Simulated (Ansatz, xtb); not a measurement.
## Worked example: CHFO + C3H9N → CH3NO + C3H7F

Species: CHFO (formyl fluoride) `O=CF`, singlet; C3H9N (isopropylamine) `CC(C)N`, singlet; CH3NO (formamide) `NC=O`, singlet; C3H7F (2-fluoropropane) `CC(C)F`, singlet. The partners trade F for NH2; both sit on C, so the bond types are kept.

Shapes, held fixed at every level: PBE0-D4/def2-TZVP. Flexible molecules stand in one conformer, not always the lowest. Programs: Ansatz 0.2.0, xtb 6.7.1, xtb 6.7.1 later snapshot. The zero-point and thermal change to 298 K, harmonic and unscaled (PBE0-D4/def2-TZVP), is -0.3 kJ/mol.

At CCSD(T)/CBS estimate; 1 Eh = 2625.50 kJ/mol:

```
species  energy (Eh)
   CHFO  -213.608266
  C3H9N  -174.282527
  CH3NO  -169.734352
  C3H7F  -218.169417
```

Task: Work out ΔH(298 K) of the reaction at this level.

Result: 
1. Products less reactants: (-169.734352) + (-218.169417) − [(-213.608266) + (-174.282527)] = -0.012976 Eh = -34.1 kJ/mol.
2. With the thermal change: -34.1 + (-0.3) = -34.4 kJ/mol.

Other levels give -47.1 (BHLYP-D4/def2-TZVPP) to -25.7 kJ/mol (MP2/def2-SVP). No measured value is set beside it here. The CBS estimate extrapolates MP2 from def2-TZVPP and def2-QZVPP and adds CCSD(T) − MP2 in the triple-zeta set, cores frozen.
